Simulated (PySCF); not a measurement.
# NO+: NMR shifts at several levels of theory

How much do the NMR shifts of NO+ (`N#[O+]`) depend on the level of theory, and what does each level cost?

Computed with PySCF 2.14.0, with density-fitted response routines of our own, on a single molecule in the gas phase. Atoms are numbered from 0 throughout.

### Step 1. The molecule as given

2 atoms, charge 1, multiplicity 1; geometry from: GFN2-xTB.

Bonds of the start (Å): N0–O1 1.05.

### Step 2. Optimising the geometry at PBE0-D3(BJ)/def2-SVP

What the job is given:

```
{"job": {"xc": "PBE0", "basis": "def2-SVP", "d3": "d3bj", "grid": 1, "kind": "geom"}, "charge": 1, "multiplicity": 1}
N      0.000000     0.000000     0.000000
O      0.000000     0.000000     1.052060
```

Log:

```text
step   0  E = -129.29558858  max force = 0.028740
step   1  E = -129.29579373  max force = 0.004862
step   2  E = -129.29580018  max force = 0.000146
optimisation converged
```

Wall time 1 s (2 threads of Intel Xeon Platinum 8375C at 2.90GHz (Ice Lake), shared host).

Along the way:

```
step  energy from step 0 (eV)  largest force component (eV/Å)
   0                   0.0000                          1.4779
   1                  -0.0056                          0.2500
   2                  -0.0058                          0.0075
```

The bond:

| bond | before (Å) | after (Å) | change (Å) |
| --- | --- | --- | --- |
| N0–O1 | 1.052 | 1.060 | +0.008 |

The final coordinates are the input of the step that follows.

```csv
at the end point,value
point group (found at 0.08 Å tolerance),C∞v
"rotational constants (GHz, main isotopes)","60.260, 60.260"
```

### Step 3. Nuclear shieldings: PBE0/pcSseg-2

What the job is given:

```
{"job": {"kind": "nmr", "xc": "PBE0", "basis": "pcSseg-2", "pop": false}, "charge": 1, "multiplicity": 1}
N      0.000000     0.000000    -0.003888
O     -0.000000    -0.000000     1.055948
```

With the program's defaults for keys left out, this is: GIAO PBE0/pcSseg-2 NMR shielding, non-relativistic, gas phase.

Log:

```text
coarse grid: 2152 points
cycle   1  E = -129.3757514765  dE =  8.600e-01  |g| = 5.920e-01  |ddm| = 1.144e+00
cycle   2  E = -129.2200263368  dE =  1.557e-01  |g| = 1.198e+00  |ddm| = 7.076e-01
cycle   3  E = -129.4454722379  dE = -2.254e-01  |g| = 2.439e-01  |ddm| = 3.852e-01
cycle   4  E = -129.4544173453  dE = -8.945e-03  |g| = 1.200e-02  |ddm| = 1.048e-01
cycle   5  E = -129.4544404633  dE = -2.312e-05  |g| = 1.327e-03  |ddm| = 4.768e-03
cycle   6  E = -129.4544407086  dE = -2.453e-07  |g| = 1.756e-04  |ddm| = 5.254e-04
final grid: 22200 points
cycle   7  E = -129.4536120573  dE =  7.268e-06  |g| = 1.089e-02  |ddm| = 1.027e-02
cycle   8  E = -129.4535074015  dE =  1.047e-04  |g| = 2.748e-02  |ddm| = 1.086e-02
cycle   9  E = -129.4536311643  dE = -1.238e-04  |g| = 1.787e-04  |ddm| = 7.884e-03
cycle  10  E = -129.4536311697  dE = -5.417e-09  |g| = 1.397e-05  |ddm| = 5.991e-05
cycle  11  E = -129.4536311697  dE = -2.129e-11  |g| = 1.862e-06  |ddm| = 4.186e-06
converged SCF energy = -129.4536311697

GIAO shielding tensors (ppm)
atom      isotropic    diamagn.    paramagn.     s11        s22        s33       span
  0 N     -163.393     317.262    -480.656   -411.124   -411.124    332.069    743.193
  1 O     -196.756     388.046    -584.802   -497.520   -497.520    404.772    902.291
```

It took 0.9 s on 2 threads of Intel Xeon Platinum 8375C at 2.90GHz (Ice Lake), shared host.

Shifts follow as δ = σ(reference) − σ, with reference shieldings (ppm) from runs at the same level and on the same kind of geometry: ¹⁵N NH3 261.7, ¹⁷O H2O 328.2. The references are single molecules in the gas phase, so shifts against H2O, NH3, PH3, H3PO4 or CFCl3 are not on the usual liquid scales and can be off by tens of ppm.

```csv
atoms,environment,σ (ppm),δ (ppm)
N0,nitrogen bonded to O,-163.4,425.1
O1,oxygen bonded to N,-196.8,524.9
```

### Step 4. NMR shieldings: PBE/pcSseg-2

What the job is given:

```
{"job": {"kind": "nmr", "xc": "PBE", "basis": "pcSseg-2", "pop": false}, "charge": 1, "multiplicity": 1}
N      0.000000     0.000000    -0.003888
O     -0.000000    -0.000000     1.055948
```

Method: GIAO PBE/pcSseg-2 NMR shielding, non-relativistic, gas phase.

Log:

```text
coarse grid: 2152 points
cycle   1  E = -129.3983254021  dE =  8.526e-01  |g| = 5.640e-01  |ddm| = 1.160e+00
cycle   2  E = -128.9364011881  dE =  4.619e-01  |g| = 1.786e+00  |ddm| = 8.344e-01
cycle   3  E = -129.4582914581  dE = -5.219e-01  |g| = 2.401e-01  |ddm| = 5.270e-01
cycle   4  E = -129.4674221426  dE = -9.131e-03  |g| = 1.416e-02  |ddm| = 1.284e-01
cycle   5  E = -129.4674514209  dE = -2.928e-05  |g| = 3.118e-03  |ddm| = 5.157e-03
cycle   6  E = -129.4674531251  dE = -1.704e-06  |g| = 4.301e-04  |ddm| = 1.382e-03
final grid: 22200 points
cycle   7  E = -129.4666810761  dE =  4.401e-05  |g| = 1.969e-02  |ddm| = 1.407e-02
cycle   8  E = -129.4658890540  dE =  7.920e-04  |g| = 7.191e-02  |ddm| = 2.526e-02
cycle   9  E = -129.4667441489  dE = -8.551e-04  |g| = 5.017e-04  |ddm| = 2.005e-02
cycle  10  E = -129.4667441935  dE = -4.459e-08  |g| = 4.552e-05  |ddm| = 1.844e-04
cycle  11  E = -129.4667441939  dE = -3.489e-10  |g| = 1.123e-05  |ddm| = 2.325e-05
converged SCF energy = -129.4667441939

GIAO shielding tensors (ppm)
atom      isotropic    diamagn.    paramagn.     s11        s22        s33       span
  0 N     -151.024     316.646    -467.670   -392.842   -392.842    332.612    725.454
  1 O     -184.210     387.136    -571.346   -478.725   -478.725    404.819    883.544
```

Wall time 1.2 s (2 threads of Intel Xeon Platinum 8375C at 2.90GHz (Ice Lake), shared host).

In short: δ N0 412.1, O1 512.1 ppm.

### Step 5. NMR shieldings: wB97X-D/pcSseg-2

What the job is given:

```
{"job": {"kind": "nmr", "xc": "wB97X-D", "basis": "pcSseg-2", "pop": false}, "charge": 1, "multiplicity": 1}
N      0.000000     0.000000    -0.003888
O     -0.000000    -0.000000     1.055948
```

Method: GIAO wB97X-D/pcSseg-2 NMR shielding, non-relativistic, gas phase.

Log:

```text
coarse grid: 2152 points
cycle   1  E = -129.4613137168  dE =  8.199e-01  |g| = 6.336e-01  |ddm| = 1.127e+00
cycle   2  E = -129.4309350257  dE =  3.038e-02  |g| = 8.831e-01  |ddm| = 6.021e-01
cycle   3  E = -129.5463587342  dE = -1.154e-01  |g| = 2.216e-01  |ddm| = 2.953e-01
cycle   4  E = -129.5532502483  dE = -6.892e-03  |g| = 1.347e-02  |ddm| = 8.600e-02
cycle   5  E = -129.5532893260  dE = -3.908e-05  |g| = 1.684e-03  |ddm| = 1.591e-02
cycle   6  E = -129.5532898871  dE = -5.612e-07  |g| = 2.069e-04  |ddm| = 1.941e-03
final grid: 22200 points
cycle   7  E = -129.5515277706  dE = -2.780e-05  |g| = 1.491e-03  |ddm| = 2.275e-02
cycle   8  E = -129.5515282575  dE = -4.868e-07  |g| = 3.888e-04  |ddm| = 2.622e-03
cycle   9  E = -129.5515282489  dE =  8.560e-09  |g| = 5.428e-04  |ddm| = 6.060e-04
cycle  10  E = -129.5515282953  dE = -4.644e-08  |g| = 8.816e-05  |ddm| = 1.720e-04
cycle  11  E = -129.5515282966  dE = -1.270e-09  |g| = 7.626e-06  |ddm| = 7.241e-05
cycle  12  E = -129.5515282966  dE = -1.222e-11  |g| = 7.045e-07  |ddm| = 1.062e-05
converged SCF energy = -129.5515282966

GIAO shielding tensors (ppm)
atom      isotropic    diamagn.    paramagn.     s11        s22        s33       span
  0 N     -164.289     317.520    -481.809   -412.502   -412.502    332.139    744.641
  1 O     -199.381     388.894    -588.274   -501.547   -501.547    404.951    906.498
```

It took 1.1 s on 2 threads of Intel Xeon Platinum 8375C at 2.90GHz (Ice Lake), shared host.

This run: δ N0 424.4, O1 526.2 ppm.

### Step 6. NMR shieldings: KT2/pcSseg-2

What the job is given:

```
{"job": {"kind": "nmr", "xc": "KT2", "basis": "pcSseg-2", "pop": false}, "charge": 1, "multiplicity": 1}
N      0.000000     0.000000    -0.003888
O     -0.000000    -0.000000     1.055948
```

Level: GIAO KT2/pcSseg-2 NMR shielding, non-relativistic, gas phase.

Log:

```text
coarse grid: 2152 points
cycle   1  E = -131.4418622392  dE =  8.550e-01  |g| = 6.032e-01  |ddm| = 1.250e+00
cycle   2  E = -130.8953464672  dE =  5.465e-01  |g| = 1.877e+00  |ddm| = 8.812e-01
cycle   3  E = -131.5135187571  dE = -6.182e-01  |g| = 1.841e-01  |ddm| = 5.836e-01
cycle   4  E = -131.5190890653  dE = -5.570e-03  |g| = 1.231e-02  |ddm| = 1.184e-01
cycle   5  E = -131.5191060854  dE = -1.702e-05  |g| = 1.979e-03  |ddm| = 5.687e-03
cycle   6  E = -131.5191067874  dE = -7.020e-07  |g| = 3.155e-04  |ddm| = 1.079e-03
final grid: 22200 points
cycle   7  E = -131.5268051219  dE = -1.393e-04  |g| = 7.513e-03  |ddm| = 5.059e-02
cycle   8  E = -131.5267183569  dE =  8.676e-05  |g| = 2.352e-02  |ddm| = 1.025e-02
cycle   9  E = -131.5268149686  dE = -9.661e-05  |g| = 1.660e-03  |ddm| = 7.263e-03
cycle  10  E = -131.5268154054  dE = -4.368e-07  |g| = 1.151e-04  |ddm| = 1.210e-03
cycle  11  E = -131.5268154076  dE = -2.121e-09  |g| = 2.284e-05  |ddm| = 7.035e-05
cycle  12  E = -131.5268154076  dE = -6.958e-11  |g| = 1.669e-06  |ddm| = 1.030e-05
converged SCF energy = -131.5268154076

GIAO shielding tensors (ppm)
atom      isotropic    diamagn.    paramagn.     s11        s22        s33       span
  0 N     -127.686     315.372    -443.058   -358.012   -358.012    332.966    690.978
  1 O     -160.156     384.573    -544.729   -443.236   -443.236    406.003    849.238
```

Run time: 1.2 s. Hardware: 2 threads of Intel Xeon Platinum 8375C at 2.90GHz (Ice Lake), shared host.

Key values: δ N0 387.8, O1 484.5 ppm.

### Step 7. NMR shieldings: HF/pcSseg-2

What the job is given:

```
{"job": {"kind": "nmr", "xc": "HF", "basis": "pcSseg-2", "pop": false}, "charge": 1, "multiplicity": 1}
N      0.000000     0.000000    -0.003888
O     -0.000000    -0.000000     1.055948
```

Level: GIAO HF/pcSseg-2 NMR shielding, non-relativistic, gas phase.

Log:

```text
final grid: 22200 points
cycle   1  E = -128.8499780592  dE =  8.383e-01  |g| = 7.182e-01  |ddm| = 1.149e+00
cycle   2  E = -128.9404779904  dE = -9.050e-02  |g| = 3.975e-01  |ddm| = 5.521e-01
cycle   3  E = -128.9624598533  dE = -2.198e-02  |g| = 1.492e-01  |ddm| = 1.760e-01
cycle   4  E = -128.9657931922  dE = -3.333e-03  |g| = 1.441e-02  |ddm| = 5.679e-02
cycle   5  E = -128.9658505091  dE = -5.732e-05  |g| = 2.133e-03  |ddm| = 1.516e-02
cycle   6  E = -128.9658516588  dE = -1.150e-06  |g| = 1.804e-04  |ddm| = 1.962e-03
cycle   7  E = -128.9658516686  dE = -9.776e-09  |g| = 2.589e-05  |ddm| = 1.823e-04
cycle   8  E = -128.9658516688  dE = -1.828e-10  |g| = 9.039e-06  |ddm| = 2.538e-05
converged SCF energy = -128.9658516688

GIAO shielding tensors (ppm)
atom      isotropic    diamagn.    paramagn.     s11        s22        s33       span
  0 N     -197.714     318.118    -515.833   -461.684   -461.683    330.224    791.908
  1 O     -228.768     389.643    -618.411   -545.465   -545.465    404.625    950.090
```

Wall time 0.3 s (2 threads of Intel Xeon Platinum 8375C at 2.90GHz (Ice Lake), shared host).

Key values: δ N0 458.5, O1 555.1 ppm.

### Step 8. Comparing the runs: NMR shifts

Shifts (ppm), with basis size and wall time:

```
             run     N0     O1  functions   time
   PBE0/pcSseg-2  425.1  524.9         72  0.9 s
    PBE/pcSseg-2  412.1  512.1         72  1.2 s
wB97X-D/pcSseg-2  424.4  526.2         72  1.1 s
    KT2/pcSseg-2  387.8  484.5         72  1.2 s
     HF/pcSseg-2  458.5  555.1         72  0.3 s
```

### Step 9. What came out

| quantity | value |
| --- | --- |
| point group | C∞v |
| rotational constants (main isotopes) | 60.26, 60.26 GHz |
| ¹⁵N shifts against NH3 (PBE0/pcSseg-2) | 425.1 ppm |
| ¹⁷O shifts against H2O (PBE0/pcSseg-2) | 524.9 ppm |
| range of the shift of N0 | 387.8 to 458.5 ppm |

Single values in the summary come from the first run of each kind that ended normally (PBE0/pcSseg-2), which need not be the best level. Over 2 steps the energy fell by 0.006 eV; of the close pairs, N0–O1 changed most, 1.052 to 1.060 Å. At PBE0/pcSseg-2: Shielding is most anisotropic at O1 (span 902 ppm, paramagnetic term -585 ppm). In ppm, N0 moves most: its shift spreads over 70.7 ppm, from 387.8 (KT2/pcSseg-2) to 458.5 (HF/pcSseg-2).
